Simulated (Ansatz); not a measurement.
**CHB (singlet): the correlation ladder at a displaced geometry (v2), cc-pVTZ**

An exercise on one series of results from a longer session: the logs are not shown, and one member is left open.

Method: cc-pVTZ, core rule «outside noble gas», up to 2 orbitals frozen; program: Ansatz 0.2.0, Gaussian basis.

Plan: UHF; CCSD(T) on RHF; CCSD(T) on UHF; BCCD(T) on RHF; CCSDT(Q) on RHF.

21 further runs of the same task are left out: 6 for a known fault of the program, 6 that didn't finish, 9 set aside as unsound or not needed. Runs told in other sessions of the task aren't counted.

**The geometry**

The geometry is a PBE0/def2-TZVP stationary point (not a proven minimum) with its atoms shifted at random (size 0.100 Å).

3 atoms, charge 0, spin multiplicity 1.

Atoms are counted from 1 here; the program's logs count them from 0.

Bond lengths: B1–C2 1.462 Å, B1–H3 1.184 Å. Angles: C2–B1–H3 169.2°.

Coordinates:

```xyz
3
charge 0, multiplicity 1
B     0.0844    0.0052    0.0907
C    -0.0805    0.0136   -1.3619
H    -0.0039   -0.0188    1.2712
```

The first run:

File in.yaml:

```yaml
crystal:
  periodic: [false, false, false]
  atoms:
    - {symbol: B, position_ang: [0.084376, 0.005225, 0.090671]}
    - {symbol: C, position_ang: [-0.080498, 0.013599, -1.361892]}
    - {symbol: H, position_ang: [-0.003878, -0.018825, 1.271221]}
basis:
  gaussian: {orbitals: cc-pVTZ}
magnetization: {spin_polarized: true, initial_magnetization: 0}
hamiltonian: {xc: hf}
output: {orbitals: {seedname: orbitals}}
```

On the command line:

```bash
$ ansatz run in.yaml --threads 1 --pin off --events-out ev --progress --plain --max-ram 2393MiB
```

Among the steps run: UHF; CCSD(T) on RHF; CCSD(T) on UHF; BCCD(T) on RHF; CCSDT(Q) on RHF.

One table of the session follows, with a row left open; its other results are not shown here.

It belongs to the step «Misses and costs». 

```
   method  from RCCSDT(Q) (kJ/mol)
      RHF                   +656.8
      UHF                   +547.1
     RMP2                   +136.0
     UMP2                    +71.6
    RCCSD                    +45.4
    UCCSD                    -10.3
 RCCSD(T)                    +16.6
 UCCSD(T)                    -37.4
  BCCD(T)                    +16.8
   RCCSDT                        ?
RCCSDT(Q)                        0
```

Q: Estimate the row for RCCSDT from the others.

As computed: from RCCSDT(Q) (kJ/mol): +7.6. In the column «from RCCSDT(Q) (kJ/mol)» it lies between RCCSDT(Q) (0) and RCCSD(T) (+16.6).

The program flags UCCSD(T), RCCSDT(Q) as in doubt (see the logs), so the zero of the table is itself unsure.

To keep in mind: The determinant of HF (⟨S²⟩ 1.02) is far from a pure spin state, so its energy mixes those of several spin states; that is harmless only where they are near-degenerate. The determinant of CCSD(T) (⟨S²⟩ 1.02) is far from a pure spin state, so its energy mixes those of several spin states; high orders of coupled cluster remove much of that, low ones don't. The report flags that the cluster equations may have other roots. The program flags UCCSD(T), RCCSDT(Q) as in doubt, so the zero of the table is itself unsure. Warnings: restricted reference is unstable; spin contamination; large T1 diagnostic. Restricted and unrestricted rows rest on different reference determinants; a gap between their highest levels can come from leftover correlation error, from unlike frozen cores or from another state.
